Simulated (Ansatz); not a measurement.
# C₂HCl₂F: vertical ionisation energy

The task here is to estimate one member of a computed series from the others.

Method: unrestricted cation, the program's frozen cores in correlated methods; program: Ansatz 0.2.0, Gaussian basis.

Plan: UKS PBE-D4/def2-TZVPP; UKS r2SCAN-D4/def2-TZVPP; UKS PBE0-D4/def2-TZVPP; UKS B3LYP-D4/def2-TZVPP; UKS wB97X-V/def2-TZVPP; UKS wB97M-V/def2-TZVPP; UKS B2PLYP/def2-TZVPP; UHF-CCSD(T)/def2-TZVPP; UHF-MP2/def2-QZVPP; extrapolation to the limit; then −ε(HOMO) from the neutral's earlier runs with LDA (SPW92), PBE-D4, revPBE-D4, BLYP-D4, r2SCAN-D4, B97M-V, PBE0-D4, B3LYP-D4, r2SCANh-D4, r2SCAN0-D4, HSE06-D4, BHLYP-D4, CAM-B3LYP-D4, LC-ωPBE, ωB97X-V, ωB97M-V.

### The geometry

All runs share one geometry, relaxed beforehand with PBE0-D4 in a triple-zeta def2 set.

SMILES `FC=C(Cl)Cl`, 6 atoms, charge 0, spin multiplicity 1.

Atoms are counted from 1 here; the program's logs count them from 0.

Bond lengths: F1–C2 1.325 Å, C2–C3 1.326 Å, C2–H6 1.082 Å, C3–Cl4 1.703 Å, C3–Cl5 1.711 Å. Angles: F1–C2–C3 121.8°, F1–C2–H6 114.8°, C3–C2–H6 123.4°, C2–C3–Cl4 122.7°, C2–C3–Cl5 120.1°, Cl4–C3–Cl5 117.1°.

Set-up of the first run:

Input file in.yaml:

```yaml
crystal:
  periodic: [false, false, false]
  atoms:
    - {symbol: F, position_ang: [0.369818, -1.453511, 1.016624]}
    - {symbol: C, position_ang: [0.335196, -0.183694, 0.639137]}
    - {symbol: C, position_ang: [-0.249498, 0.193870, -0.489926]}
    - {symbol: Cl, position_ang: [-1.002742, -0.907113, -1.549257]}
    - {symbol: Cl, position_ang: [-0.269601, 1.845147, -0.936707]}
    - {symbol: H, position_ang: [0.816836, 0.505301, 1.320128]}
basis:
  gaussian: {orbitals: def2-TZVPP}
total_charge: 1
magnetization: {spin_polarized: true, initial_magnetization: 1}
hamiltonian: {xc: pbe, dispersion: d4}
```

Command:

```bash
$ ansatz run in.yaml --threads 4 --pin off --events-out ev --progress --plain --max-ram 10444MiB
```

Among the steps run: Cation, UKS PBE-D4/def2-TZVPP; Cation, UKS r2SCAN-D4/def2-TZVPP; Cation, UKS PBE0-D4/def2-TZVPP; Cation, UKS B3LYP-D4/def2-TZVPP; Cation, UKS wB97X-V/def2-TZVPP; Cation, UKS wB97M-V/def2-TZVPP; Cation, UKS B2PLYP (frozen core)/def2-TZVPP; Cation, UHF-CCSD(T)/def2-TZVPP; Cation, UHF-MP2/def2-QZVPP.

One table of the session follows, with a row left open; its other results are not shown here.

For comparison, −ε(HOMO) of the neutral from earlier runs:

| functional | −ε(HOMO) (eV) |
| --- | --- |
| LDA (SPW92) | 6.33 |
| PBE-D4 | 6.14 |
| revPBE-D4 | 6.07 |
| BLYP-D4 | 6.00 |
| r2SCAN-D4 | 6.39 |
| B97M-V | 6.45 |
| PBE0-D4 | 7.39 |
| B3LYP-D4 | 7.17 |
| r2SCANh-D4 | 6.86 |
| r2SCAN0-D4 | 7.55 |
| HSE06-D4 | 6.99 |
| BHLYP-D4 | 8.50 |
| CAM-B3LYP-D4 | 8.73 |
| LC-ωPBE | ? |
| ωB97X-V | 9.69 |
| ωB97M-V | 9.56 |

Q: Estimate the row for LC-ωPBE from the others.

As computed: −ε(HOMO) (eV): 10.07. In the column «−ε(HOMO) (eV)» it is the highest.
